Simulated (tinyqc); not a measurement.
Extended Hueckel theory, for PH3+, step by step. The parameters take no account of the charge, which enters only through the electron count. One step of it, computed by the program tinyqc.

Task: Orbitals. Solve H C = S C e through S^(-1/2); fill by pairs from the bottom, a degenerate level sharing its electrons equally; each orbital has its largest coefficient positive (the first on a tie).

H (eV), lower triangle:
```
             1P 3s      1P 3px      1P 3py      1P 3pz       2H 1s       3H 1s       4H 1s
1P 3s   -18.600000
1P 3px    0.000000  -14.000000
1P 3py    0.000000    0.000000  -14.000000
1P 3pz    0.000000    0.000000    0.000000  -14.000000
2H 1s   -12.594340  -13.608496    0.000000    6.184733  -13.600000
3H 1s   -12.589993    6.807090  -11.782302    6.182586   -1.762075  -13.600000
4H 1s   -12.589993    6.807090   11.782302    6.182586   -1.762075   -1.762935  -13.600000
```

overlap S, lower triangle:
```
           1P 3s     1P 3px     1P 3py     1P 3pz     2H 1s     3H 1s     4H 1s
1P 3s   1.000000
1P 3px  0.000000   1.000000
1P 3py  0.000000   0.000000   1.000000
1P 3pz  0.000000   0.000000   0.000000   1.000000
2H 1s   0.386580   0.493010   0.000000  -0.224061  1.000000
3H 1s   0.386447  -0.246608   0.426850  -0.223983  0.064782  1.000000
4H 1s   0.386447  -0.246608  -0.426850  -0.223983  0.064782  0.064814  1.000000
```

valence electrons = 7

Give: orbital energies; occupations; coefficients; sum of one-electron energies.

Result:

orbital energies (eV): -23.1612  -18.8413  -18.8399  -14.6936  10.4084  10.4309  23.9812

occupations: 2.0000  2.0000  2.0000  1.0000  0.0000  0.0000  0.0000

coefficients:
```
            MO1      MO2      MO3      MO4      MO5      MO6      MO7
1P 3s    0.6137   0.0000   0.0000   0.3826   0.0000  -0.0001   1.1493
1P 3px   0.0000   0.5884   0.0000   0.0000   0.0000   1.1371   0.0001
1P 3py   0.0000   0.0000   0.5885   0.0000   1.1367   0.0000   0.0000
1P 3pz  -0.0835   0.0000   0.0000   0.9015   0.0000   0.0001  -0.6811
2H 1s    0.2564   0.4396   0.0000  -0.0721   0.0000  -0.9873  -0.7466
3H 1s    0.2563  -0.2199   0.3807  -0.0721  -0.8550   0.4940  -0.7461
4H 1s    0.2563  -0.2199  -0.3807  -0.0721   0.8550   0.4940  -0.7461
```

sum of one-electron energies = -136.3784 eV
